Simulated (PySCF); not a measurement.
# A diatomic session: LiO−

An exercise on one series of results from a longer session: the logs are not shown, and one member is left open.

Computed with PySCF 2.14.0. Level: Li def2-SVPD, O def2-SVPD, no relativity.

4 further runs of the same task are left out: 4 set aside as unsound or not needed.

The first run:

A driver script around PySCF takes these settings:

| Item | Value |
| --- | --- |
| atoms | Li, O |
| charge | -1 |
| basis | Li def2-SVPD, O def2-SVPD |
| Hamiltonian | no relativity |
| basis functions | 35 |
| electrons treated | 12 |
| masses in u | 7.0160, 15.9949 |
| levels | PBE0, PBE, r²SCAN, M06-2X, LDA, BP86, MP2, SCS-MP2, CCSD, CCSD(T) |
| grid | 80 radial by 434 angular points |
| occupations | held fixed by the projection of orbital angular momentum |
| dissociation limit | Li + O−, each in its ground configuration |
| starting distance in angstrom | 1.985 |
| values of 2S to try | 0, 2 |

On the command line:

```console
$ OMP_NUM_THREADS=1 python dia.py task.json out
```

Among the steps run: Set-up; First curve: PBE0; PBE (GGA); r²SCAN (meta-GGA); M06-2X (hybrid meta-GGA); LDA; BP86 (GGA); MP2 and coupled cluster.

One of the session's tables, all rows but one given; the rest of the session is left out.

Energy (eV) from each level's lowest point:

```
R (Å)  UHF-MP2  UHF-SCS-MP2  UHF-CCSD  UHF-CCSD(T)    LDA
1.521    0.455        0.452       n/a          n/a  0.324
1.592    0.217        0.215     0.211        0.218  0.133
1.663        ?            ?         ?            ?      ?
1.716    0.024        0.023     0.022        0.024  0.002
1.769    0.000        0.000     0.000        0.000  0.000
1.822    0.001        0.002     0.003        0.001  0.020
1.893    0.031        0.033     0.036        0.031  0.072
1.981    0.102        0.105     0.111        0.101  0.165
2.087    0.218        0.222     0.231        0.216  0.302
2.229    0.399        0.404       n/a          n/a  0.501
```

Q: Estimate the row for R (Å) = 1.663 from the others.

Worked estimate for «UHF-MP2». A straight line through the neighbours (1.592, 0.217) and (1.716, 0.024) gives 0.217 + (0.024 − 0.217) × (1.663 − 1.592) / (1.716 − 1.592) = 0.106; a parabola fitted to 4 rows on both sides gives 0.075.

As computed: UHF-MP2: 0.079; UHF-SCS-MP2: 0.078; UHF-CCSD: 0.075; UHF-CCSD(T): 0.079; LDA: 0.033. In «UHF-MP2» the line misses by +0.027 and the parabola by -0.004.

Limits of these values: At some levels the lowest empty orbital lies below the highest filled one (the two can be of opposite spin).
